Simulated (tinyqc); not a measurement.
Inside a calculation (part 1 of 3). Method: UHF in the sto-3g basis, for H2O+, spin multiplicity 2. This run ends on a higher stationary point, not on the lowest solution. Computed by tinyqc, a small Python program that keeps every step (integrals from PySCF). Settings: charge = 1, multiplicity = 2, basis = sto-3g, energy threshold = 1e-08, iteration cap = 57, orthogonalisation = symmetric, start = highest core orbitals, DIIS depth = 0, method = UHF. Command: `OMP_NUM_THREADS=1 python tinyqc.py 26194 26195 out.jsonl` (the two numbers bound the seeds that draw the settings). One thread of a shared host (Intel(R) Xeon(R) Processor @ 2.60GHz), about 0.1 s of CPU time with the checks. Later iterations appear only in the table of the cycle.

## One-electron integrals

Geometry (angstrom):
```
atom         x          y         z
O     0.000000   0.000000  0.000000
H     0.000000   0.872000  0.783000
H     0.000000  -0.872000  0.783000
```

Basis sto-3g: exponents (1/bohr^2) and contraction coefficients of normalised primitives:
```
element  l (shell)    exponent  coefficient
O            s (1)  130.709320     0.154329
O            s (1)   23.808861     0.535328
O            s (1)    6.443608     0.444635
O            s (2)    5.033151    -0.099967
O            s (2)    1.169596     0.399513
O            s (2)    0.380389     0.700115
O            p (3)    5.033151     0.155916
O            p (3)    1.169596     0.607684
O            p (3)    0.380389     0.391957
H            s (1)    3.425251     0.154329
H            s (1)    0.623914     0.535328
H            s (1)    0.168855     0.444635
```

Overlap, kinetic and nuclear-attraction integrals over the contracted functions; the nuclear repulsion is the sum of Za Zb / Rab.

nuclear repulsion = 7.52798148 hartree

overlap S:
```
           1O 1s     1O 2s    1O 2px     1O 2py    1O 2pz     2H 1s      3H 1s
1O 1s   1.000000  0.236704  0.000000   0.000000  0.000000  0.032386   0.032386
1O 2s   0.236704  1.000000  0.000000   0.000000  0.000000  0.345645   0.345645
1O 2px  0.000000  0.000000  1.000000   0.000000  0.000000  0.000000   0.000000
1O 2py  0.000000  0.000000  0.000000   1.000000  0.000000  0.232911  -0.232911
1O 2pz  0.000000  0.000000  0.000000   0.000000  1.000000  0.209139   0.209139
2H 1s   0.032386  0.345645  0.000000   0.232911  0.209139  1.000000   0.178899
3H 1s   0.032386  0.345645  0.000000  -0.232911  0.209139  0.178899   1.000000
```

kinetic energy T (hartree):
```
            1O 1s      1O 2s    1O 2px     1O 2py    1O 2pz      2H 1s      3H 1s
1O 1s   29.003200  -0.168011  0.000000   0.000000  0.000000  -0.008921  -0.008921
1O 2s   -0.168011   0.808128  0.000000   0.000000  0.000000   0.048491   0.048491
1O 2px   0.000000   0.000000  2.528731   0.000000  0.000000   0.000000   0.000000
1O 2py   0.000000   0.000000  0.000000   2.528731  0.000000   0.109397  -0.109397
1O 2pz   0.000000   0.000000  0.000000   0.000000  2.528731   0.098232   0.098232
2H 1s   -0.008921   0.048491  0.000000   0.109397  0.098232   0.760032  -0.004360
3H 1s   -0.008921   0.048491  0.000000  -0.109397  0.098232  -0.004360   0.760032
```

nuclear attraction V (hartree):
```
             1O 1s      1O 2s     1O 2px     1O 2py     1O 2pz      2H 1s      3H 1s
1O 1s   -61.521524  -7.396839   0.000000   0.000000  -0.013838  -1.035226  -1.035226
1O 2s    -7.396839  -9.952161   0.000000   0.000000  -0.171001  -2.601584  -2.601584
1O 2px    0.000000   0.000000  -9.828041   0.000000   0.000000   0.000000   0.000000
1O 2py    0.000000   0.000000   0.000000  -9.912758   0.000000  -1.532924   1.532924
1O 2pz   -0.013838  -0.171001   0.000000   0.000000  -9.896347  -1.422178  -1.422178
2H 1s    -1.035226  -2.601584   0.000000  -1.532924  -1.422178  -5.085589  -0.991660
3H 1s    -1.035226  -2.601584   0.000000   1.532924  -1.422178  -0.991660  -5.085589
```

core Hamiltonian H = T + V (hartree):
```
             1O 1s      1O 2s     1O 2px     1O 2py     1O 2pz      2H 1s      3H 1s
1O 1s   -32.518324  -7.564850   0.000000   0.000000  -0.013838  -1.044147  -1.044147
1O 2s    -7.564850  -9.144033   0.000000   0.000000  -0.171001  -2.553092  -2.553092
1O 2px    0.000000   0.000000  -7.299310   0.000000   0.000000   0.000000   0.000000
1O 2py    0.000000   0.000000   0.000000  -7.384026   0.000000  -1.423527   1.423527
1O 2pz   -0.013838  -0.171001   0.000000   0.000000  -7.367616  -1.323946  -1.323946
2H 1s    -1.044147  -2.553092   0.000000  -1.423527  -1.323946  -4.325557  -0.996020
3H 1s    -1.044147  -2.553092   0.000000   1.423527  -1.323946  -0.996020  -4.325557
```

## Two-electron integrals

Functions are numbered as in S; the eight-fold symmetry (ij|kl) = (ji|kl) = (kl|ij) leaves the list below.

Two-electron integrals (ij|kl) in chemists' order, unique and non-zero (hartree):
```
(11|11) 4.785065    (21|11) 0.741380    (21|21) 0.136873    (22|11) 1.118947
(22|21) 0.256633    (22|22) 0.817206    (31|31) 0.024477    (32|31) 0.037809
(32|32) 0.180518    (33|11) 1.115814    (33|21) 0.256684    (33|22) 0.817023
(33|33) 0.880159    (41|41) 0.024477    (42|41) 0.037809    (42|42) 0.180518
(43|43) 0.047444    (44|11) 1.115814    (44|21) 0.256684    (44|22) 0.817023
(44|33) 0.785270    (44|44) 0.880159    (51|51) 0.024477    (52|51) 0.037809
(52|52) 0.180518    (53|53) 0.047444    (54|54) 0.047444    (55|11) 1.115814
(55|21) 0.256684    (55|22) 0.817023    (55|33) 0.785270    (55|44) 0.785270
(55|55) 0.880159    (61|11) 0.102576    (61|21) 0.018797    (61|22) 0.035084
(61|33) 0.035015    (61|41) 0.000634    (61|42) 0.001198    (61|44) 0.035132
(61|51) 0.000569    (61|52) 0.001075    (61|54) 0.000105    (61|55) 0.035109
(61|61) 0.002614    (62|11) 0.274498    (62|21) 0.063856    (62|22) 0.228240
(62|33) 0.224186    (62|41) 0.003565    (62|42) 0.028387    (62|44) 0.230793
(62|51) 0.003201    (62|52) 0.025490    (62|54) 0.005933    (62|55) 0.229513
(62|61) 0.008958    (62|62) 0.082037    (63|31) 0.006370    (63|32) 0.038203
(63|43) 0.005742    (63|53) 0.005156    (63|63) 0.011109    (64|11) 0.155016
(64|21) 0.036499    (64|22) 0.139294    (64|33) 0.133127    (64|41) 0.008141
(64|42) 0.054410    (64|44) 0.148406    (64|51) 0.001590    (64|52) 0.014553
(64|54) 0.008564    (64|55) 0.136187    (64|61) 0.005323    (64|62) 0.060883
(64|64) 0.055785    (65|11) 0.139194    (65|21) 0.032774    (65|22) 0.125077
(65|33) 0.119539    (65|41) 0.001590    (65|42) 0.014553    (65|44) 0.122947
(65|51) 0.007798    (65|52) 0.051271    (65|54) 0.008802    (65|55) 0.132599
(65|61) 0.004779    (65|62) 0.054669    (65|64) 0.040116    (65|65) 0.047130
(66|11) 0.444230    (66|21) 0.104988    (66|22) 0.432334    (66|33) 0.415825
(66|41) 0.006945    (66|42) 0.078037    (66|44) 0.442955    (66|51) 0.006236
(66|52) 0.070072    (66|54) 0.024360    (66|55) 0.437700    (66|61) 0.014820
(66|62) 0.204478    (66|64) 0.173233    (66|65) 0.155552    (66|66) 0.774606
(71|11) 0.102576    (71|21) 0.018797    (71|22) 0.035084    (71|33) 0.035015
(71|41) -0.000634   (71|42) -0.001198   (71|44) 0.035132    (71|51) 0.000569
(71|52) 0.001075    (71|54) -0.000105   (71|55) 0.035109    (71|61) 0.002579
(71|62) 0.008706    (71|64) 0.004769    (71|65) 0.004650    (71|66) 0.014307
(71|71) 0.002614    (72|11) 0.274498    (72|21) 0.063856    (72|22) 0.228240
(72|33) 0.224186    (72|41) -0.003565   (72|42) -0.028387   (72|44) 0.230793
(72|51) 0.003201    (72|52) 0.025490    (72|54) -0.005933   (72|55) 0.229513
(72|61) 0.008706    (72|62) 0.066013    (72|64) 0.034016    (72|65) 0.042798
(72|66) 0.133531    (72|71) 0.008958    (72|72) 0.082037    (73|31) 0.006370
(73|32) 0.038203    (73|43) -0.005742   (73|53) 0.005156    (73|63) 0.008638
(73|73) 0.011109    (74|11) -0.155016   (74|21) -0.036499   (74|22) -0.139294
(74|33) -0.133127   (74|41) 0.008141    (74|42) 0.054410    (74|44) -0.148406
(74|51) -0.001590   (74|52) -0.014553   (74|54) 0.008564    (74|55) -0.136187
(74|61) -0.004769   (74|62) -0.034016   (74|64) -0.009313   (74|65) -0.021633
(74|66) -0.062861   (74|71) -0.005323   (74|72) -0.060883   (74|74) 0.055785
(75|11) 0.139194    (75|21) 0.032774    (75|22) 0.125077    (75|33) 0.119539
(75|41) -0.001590   (75|42) -0.014553   (75|44) 0.122947    (75|51) 0.007798
(75|52) 0.051271    (75|54) -0.008802   (75|55) 0.132599    (75|61) 0.004650
(75|62) 0.042798    (75|64) 0.021633    (75|65) 0.035984    (75|66) 0.094421
(75|71) 0.004779    (75|72) 0.054669    (75|74) -0.040116   (75|75) 0.047130
(76|11) 0.097052    (76|21) 0.022822    (76|22) 0.089717    (76|33) 0.087412
(76|44) 0.088948    (76|51) 0.001704    (76|52) 0.016710    (76|55) 0.092693
(76|61) 0.003175    (76|62) 0.033044    (76|64) 0.021340    (76|65) 0.024774
(76|66) 0.089665    (76|71) 0.003175    (76|72) 0.033044    (76|74) -0.021340
(76|75) 0.024774    (76|76) 0.017269    (77|11) 0.444230    (77|21) 0.104988
(77|22) 0.432334    (77|33) 0.415825    (77|41) -0.006945   (77|42) -0.078037
(77|44) 0.442955    (77|51) 0.006236    (77|52) 0.070072    (77|54) -0.024360
(77|55) 0.437700    (77|61) 0.014307    (77|62) 0.133531    (77|64) 0.062861
(77|65) 0.094421    (77|66) 0.300834    (77|71) 0.014820    (77|72) 0.204478
(77|74) -0.173233   (77|75) 0.155552    (77|76) 0.089665    (77|77) 0.774606
```

## Orthogonalisation

S = U s U^T; symmetric (Loewdin) form X = U s^(-1/2) U^T, so that X^T S X = 1.

eigenvalues of S: 0.478359  0.569235  0.880658  1.000000  1.111076  1.251866  1.708806

X:
```
            1O 1s      1O 2s    1O 2px     1O 2py     1O 2pz      2H 1s      3H 1s
1O 1s    1.023342  -0.134026  0.000000   0.000000  -0.006669   0.017190   0.017190
1O 2s   -0.134026   1.125772  0.000000   0.000000   0.061352  -0.190859  -0.190859
1O 2px   0.000000   0.000000  1.000000   0.000000   0.000000   0.000000   0.000000
1O 2py   0.000000   0.000000  0.000000   1.053028   0.000000  -0.147281   0.147281
1O 2pz  -0.006669   0.061352  0.000000   0.000000   1.036246  -0.113199  -0.113199
2H 1s    0.017190  -0.190859  0.000000  -0.147281  -0.113199   1.102967  -0.063188
3H 1s    0.017190  -0.190859  0.000000   0.147281  -0.113199  -0.063188   1.102967
```

## Starting guess

The start is the highest orbitals of the core Hamiltonian (a deliberately bad start); D(s) = C_occ C_occ^T for each spin.

D(alpha) at the start:
```
            1O 1s      1O 2s    1O 2px     1O 2py     1O 2pz      2H 1s      3H 1s
1O 1s    0.009236  -0.048149  0.000000   0.000000   0.071916   0.029293   0.029293
1O 2s   -0.048149   0.286941  0.000000   0.000000  -0.260350  -0.283929  -0.283929
1O 2px   0.000000   0.000000  1.000000   0.000000   0.000000   0.000000   0.000000
1O 2py   0.000000   0.000000  0.000000   1.152252   0.000000  -0.326844   0.326844
1O 2pz   0.071916  -0.260350  0.000000   0.000000   0.925510  -0.190462  -0.190462
2H 1s    0.029293  -0.283929  0.000000  -0.326844  -0.190462   1.273879  -0.129422
3H 1s    0.029293  -0.283929  0.000000   0.326844  -0.190462  -0.129422   1.273879
```

D(beta) at the start:
```
            1O 1s      1O 2s    1O 2px     1O 2py     1O 2pz      2H 1s      3H 1s
1O 1s    0.009236  -0.048149  0.000000   0.000000   0.071916   0.029293   0.029293
1O 2s   -0.048149   0.286941  0.000000   0.000000  -0.260350  -0.283929  -0.283929
1O 2px   0.000000   0.000000  1.000000   0.000000   0.000000   0.000000   0.000000
1O 2py   0.000000   0.000000  0.000000   0.060849   0.000000  -0.204602   0.204602
1O 2pz   0.071916  -0.260350  0.000000   0.000000   0.925510  -0.190462  -0.190462
2H 1s    0.029293  -0.283929  0.000000  -0.204602  -0.190462   1.260187  -0.115730
3H 1s    0.029293  -0.283929  0.000000   0.204602  -0.190462  -0.115730   1.260187
```

## Iteration 1: building the Fock matrix

J_ij = sum D_kl (ij|kl) with D = D(alpha) + D(beta), K_ij = sum D_kl (ik|jl) for each spin; F = H + J - K(s); E = tr D H + tr D J / 2 - 0.5 sum_s tr D(s) K(s) + E_nn.

Coulomb J (hartree):
```
            1O 1s     1O 2s    1O 2px     1O 2py     1O 2pz     2H 1s      3H 1s
1O 1s    7.301106  1.687224  0.000000   0.000000  -0.023962  0.229979   0.229979
1O 2s    1.687224  5.727965  0.000000   0.000000   0.003122  1.750452   1.750452
1O 2px   0.000000  0.000000  5.704972   0.000000   0.000000  0.000000   0.000000
1O 2py   0.000000  0.000000  0.000000   5.714392   0.000000  1.124427  -1.124427
1O 2pz  -0.023962  0.003122  0.000000   0.000000   5.760624  1.033314   1.033314
2H 1s    0.229979  1.750452  0.000000   1.124427   1.033314  4.203525   0.774815
3H 1s    0.229979  1.750452  0.000000  -1.124427   1.033314  0.774815   4.203525
```

exchange K(alpha) (hartree):
```
            1O 1s      1O 2s    1O 2px     1O 2py     1O 2pz     2H 1s      3H 1s
1O 1s    0.082810   0.113212  0.000000   0.000000  -0.012178  0.018407   0.018407
1O 2s    0.113212   0.650293  0.000000   0.000000  -0.314068  0.198121   0.198121
1O 2px   0.000000   0.000000  0.999110   0.000000   0.000000  0.000000   0.000000
1O 2py   0.000000   0.000000  0.000000   1.037051   0.000000  0.211760  -0.211760
1O 2pz  -0.012178  -0.314068  0.000000   0.000000   0.906011  0.106472   0.106472
2H 1s    0.018407   0.198121  0.000000   0.211760   0.106472  0.797666   0.103167
3H 1s    0.018407   0.198121  0.000000  -0.211760   0.106472  0.103167   0.797666
```

exchange K(beta) (hartree):
```
            1O 1s      1O 2s    1O 2px     1O 2py     1O 2pz     2H 1s      3H 1s
1O 1s    0.056404   0.073105  0.000000   0.000000  -0.011767  0.010431   0.010431
1O 2s    0.073105   0.466716  0.000000   0.000000  -0.309384  0.150590   0.150590
1O 2px   0.000000   0.000000  0.950069   0.000000   0.000000  0.000000   0.000000
1O 2py   0.000000   0.000000  0.000000   0.147227   0.000000  0.098373  -0.098373
1O 2pz  -0.011767  -0.309384  0.000000   0.000000   0.858229  0.101526   0.101526
2H 1s    0.010431   0.150590  0.000000   0.098373   0.101526  0.765531   0.105080
3H 1s    0.010431   0.150590  0.000000  -0.098373   0.101526  0.105080   0.765531
```

F(alpha) (hartree):
```
             1O 1s      1O 2s     1O 2px     1O 2py     1O 2pz      2H 1s      3H 1s
1O 1s   -25.300028  -5.990838   0.000000   0.000000  -0.025621  -0.832575  -0.832575
1O 2s    -5.990838  -4.066361   0.000000   0.000000   0.146188  -1.000761  -1.000761
1O 2px    0.000000   0.000000  -2.593448   0.000000   0.000000   0.000000   0.000000
1O 2py    0.000000   0.000000   0.000000  -2.706685   0.000000  -0.510859   0.510859
1O 2pz   -0.025621   0.146188   0.000000   0.000000  -2.513003  -0.397104  -0.397104
2H 1s    -0.832575  -1.000761   0.000000  -0.510859  -0.397104  -0.919697  -0.324371
3H 1s    -0.832575  -1.000761   0.000000   0.510859  -0.397104  -0.324371  -0.919697
```

F(beta) (hartree):
```
             1O 1s      1O 2s     1O 2px     1O 2py     1O 2pz      2H 1s      3H 1s
1O 1s   -25.273622  -5.950731   0.000000   0.000000  -0.026032  -0.824599  -0.824599
1O 2s    -5.950731  -3.882784   0.000000   0.000000   0.141505  -0.953230  -0.953230
1O 2px    0.000000   0.000000  -2.544407   0.000000   0.000000   0.000000   0.000000
1O 2py    0.000000   0.000000   0.000000  -1.816861   0.000000  -0.397473   0.397473
1O 2pz   -0.026032   0.141505   0.000000   0.000000  -2.465220  -0.392158  -0.392158
2H 1s    -0.824599  -0.953230   0.000000  -0.397473  -0.392158  -0.887562  -0.326285
3H 1s    -0.824599  -0.953230   0.000000   0.397473  -0.392158  -0.326285  -0.887562
```

total energy of this density = -26.36116866 hartree

## Iteration 1: diagonalisation and new density

Diagonalise F' = X^T F X, C = X C', fill 5 alpha and 4 beta electrons from the bottom; D(s) = C_occ C_occ^T. Each column has its largest component positive (the first on a tie).

F' = X^T F X (alpha) (hartree):
```
            1          2          3          4          5          6          7
1  -24.974025  -2.683269   0.000000   0.000000  -0.054855  -0.120005  -0.120005
2   -2.683269  -3.086150   0.000000   0.000000   0.165615  -0.258956  -0.258956
3    0.000000   0.000000  -2.593448   0.000000   0.000000   0.000000   0.000000
4    0.000000   0.000000   0.000000  -2.710264   0.000000  -0.127462   0.127462
5   -0.054855   0.165615   0.000000   0.000000  -2.511336  -0.088735  -0.088735
6   -0.120005  -0.258956   0.000000  -0.127462  -0.088735  -0.641688  -0.065636
7   -0.120005  -0.258956   0.000000   0.127462  -0.088735  -0.065636  -0.641688
```

orbital energies (alpha) (hartree): MO1 -25.300062, MO2 -2.879538, MO3 -2.725381, MO4 -2.593448, MO5 -2.461745, MO6 -0.637491, MO7 -0.560935

coefficients C (alpha):
```
              MO1        MO2        MO3       MO4        MO5        MO6        MO7
1O 1s    1.000012  -0.229185   0.000000  0.000000  -0.099349   0.058361   0.000000
1O 2s   -0.000146   0.981243   0.000000  0.000000   0.435489  -0.457662   0.000000
1O 2px   0.000000   0.000000   0.000000  1.000000   0.000000   0.000000   0.000000
1O 2py   0.000000   0.000000   1.031937  0.000000   0.000000   0.000000  -0.295565
1O 2pz   0.000982  -0.360466   0.000000  0.000000   0.954037  -0.251237   0.000000
2H 1s    0.000333  -0.041913  -0.077851  0.000000  -0.073494   0.763511   0.834020
3H 1s    0.000333  -0.041913   0.077851  0.000000  -0.073494   0.763511  -0.834020
```

F' = X^T F X (beta) (hartree):
```
            1          2          3          4          5          6          7
1  -24.953938  -2.666692   0.000000   0.000000  -0.054345  -0.120722  -0.120722
2   -2.666692  -2.903645   0.000000   0.000000   0.161616  -0.243877  -0.243877
3    0.000000   0.000000  -2.544407   0.000000   0.000000   0.000000   0.000000
4    0.000000   0.000000   0.000000  -1.792431   0.000000  -0.127157   0.127157
5   -0.054345   0.161616   0.000000   0.000000  -2.462801  -0.088549  -0.088549
6   -0.120722  -0.243877   0.000000  -0.127157  -0.088549  -0.634749  -0.065704
7   -0.120722  -0.243877   0.000000   0.127157  -0.088549  -0.065704  -0.634749
```

orbital energies (beta) (hartree): MO1 -25.273713, MO2 -2.722723, MO3 -2.544407, MO4 -2.391720, MO5 -1.818316, MO6 -0.632681, MO7 -0.543159

coefficients C (beta):
```
              MO1        MO2       MO3        MO4        MO5        MO6        MO7
1O 1s    1.000412  -0.212710  0.000000  -0.127510   0.000000   0.059144   0.000000
1O 2s   -0.001906   0.914699  0.000000   0.558528   0.000000  -0.461857   0.000000
1O 2px   0.000000   0.000000  1.000000   0.000000   0.000000   0.000000   0.000000
1O 2py   0.000000   0.000000  0.000000   0.000000   1.012609   0.000000  -0.356195
1O 2pz   0.000906  -0.482795  0.000000   0.897820   0.000000  -0.253120   0.000000
2H 1s    0.000577  -0.030040  0.000000  -0.075724  -0.028293   0.763852   0.837168
3H 1s    0.000577  -0.030040  0.000000  -0.075724   0.028293   0.763852  -0.837168
```

D(alpha) after iteration 1:
```
            1O 1s      1O 2s    1O 2px     1O 2py     1O 2pz      2H 1s      3H 1s
1O 1s    1.062420  -0.268297  0.000000   0.000000  -0.011187   0.017241   0.017241
1O 2s   -0.268297   1.152488  0.000000   0.000000   0.061768  -0.073133  -0.073133
1O 2px   0.000000   0.000000  1.000000   0.000000   0.000000   0.000000   0.000000
1O 2py   0.000000   0.000000  0.000000   1.064893   0.000000  -0.080338   0.080338
1O 2pz  -0.011187   0.061768  0.000000   0.000000   1.040123  -0.055007  -0.055007
2H 1s    0.017241  -0.073133  0.000000  -0.080338  -0.055007   0.013219   0.001097
3H 1s    0.017241  -0.073133  0.000000   0.080338  -0.055007   0.001097   0.013219
```

D(beta) after iteration 1:
```
            1O 1s      1O 2s    1O 2px    1O 2py     1O 2pz      2H 1s      3H 1s
1O 1s    1.062328  -0.267691  0.000000  0.000000  -0.010879   0.016623   0.016623
1O 2s   -0.267691   1.148631  0.000000  0.000000   0.059844  -0.069772  -0.069772
1O 2px   0.000000   0.000000  1.000000  0.000000   0.000000   0.000000   0.000000
1O 2py   0.000000   0.000000  0.000000  0.000000   0.000000   0.000000   0.000000
1O 2pz  -0.010879   0.059844  0.000000  0.000000   1.039174  -0.053483  -0.053483
2H 1s    0.016623  -0.069772  0.000000  0.000000  -0.053483   0.006637   0.006637
3H 1s    0.016623  -0.069772  0.000000  0.000000  -0.053483   0.006637   0.006637
```
